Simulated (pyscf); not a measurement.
PySCF, gas phase, ωB97X-D3(BJ)/def2-SVP geometries.

**Question.** Estimate the classical barrier height and the reaction energy of H₂O + H₂N–Zn–Cl → HO–Zn–Cl + NH₃ at ωB97M-D3(BJ)/def2-TZVP. The step runs on the singlet surface, breaks H–O, N–Zn and forms O–Zn, H–N; take the separated reactants as zero.

**Answer.** ΔE‡ = -0.30 eV, ΔE = -0.22 eV. Zero-point energy shifts the barrier by +0.03 eV. It is a four-centre exchange, with an imaginary mode of 1016i cm⁻¹. On the reactant side the descent ends in an adduct with a O–Zn contact, 0.57 eV under the separated species and 0.23 eV under the saddle at ωB97X-D3(BJ)/def2-TZVP. On the product side the descent ends in an adduct with a N–Zn contact, 1.02 eV under the separated species and 0.91 eV under the saddle at ωB97X-D3(BJ)/def2-TZVP. At ωB97M-D3(BJ) the saddle lies under the separated reactants, which points to a path from their complex (located at ωB97X-D3(BJ) alone). At ωB97M-D3(BJ) the saddle lies under the separated products, which points to a path from their complex (located at ωB97X-D3(BJ) alone). What is counted as formed (O–Zn) is already present as a longer contact in the reactant adduct; forming that adduct is a step of its own. What is counted as broken (N–Zn) persists as a longer contact in the product adduct; parting that adduct is a step of its own. This is the saddle that the search found; another between the same sides may lie lower. Elements up to Kr have no core potential and no relativistic terms here.
